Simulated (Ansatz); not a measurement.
Relaxation of BH$_{4}$O$_{2}$ (7 atoms, charge 0, multiplicity 2), to a largest force component of 0.03 eV/Å in at most 50 steps.

Computed with Ansatz 0.2.0, UKS PBE-D4/def2-SVP.

```xyz
7
Properties=species:S:1:pos:R:3:forces:R:3
B 0.038 -0.553 -0.455 -0.12 -0.02 -0.10
H -0.096 -0.180 1.905 0.13 -0.83 -1.72
O 1.135 -0.129 -1.132 0.04 0.00 -0.03
H 1.930 -0.597 -0.832 0.10 0.00 0.01
O -1.184 -0.044 -0.761 0.00 0.02 -0.03
H -1.891 -0.419 -0.211 -0.02 -0.02 0.04
H -0.141 0.124 2.560 -0.13 0.84 1.83
```

Where does it end, and by what steps?

It converged. After 9 steps the energy has fallen by 0.084 eV; H7 moved furthest, 0.45 Å.

| step | energy less start (eV) | largest force component (eV/Å) | accepted |
| --- | --- | --- | --- |
| 0 | 0.0000 | 1.833 | yes |
| 1 | -0.0614 | 0.133 | yes |
| 2 | -0.0389 | 0.878 | no |
| 3 | -0.0643 | 0.202 | yes |
| 4 | -0.0723 | 0.072 | yes |
| 5 | -0.0808 | 0.041 | yes |
| 6 | 0.3132 | 3.181 | no |
| 7 | -0.0822 | 0.042 | yes |
| 8 | -0.0835 | 0.035 | yes |
| 9 | -0.0839 | 0.009 | yes |

```xyz
7
Properties=species:S:1:pos:R:3
B 0.056 -0.323 -0.536
H -0.052 -0.071 2.231
O 1.112 -0.439 -1.382
H 1.961 -0.435 -0.907
O -1.213 -0.306 -1.016
H -1.870 -0.226 -0.304
H -0.204 0.000 2.987
```

Time of the run: 19 s on 1 thread of Arm Neoverse V2, with other jobs on the host, peak memory 0.11 GiB.
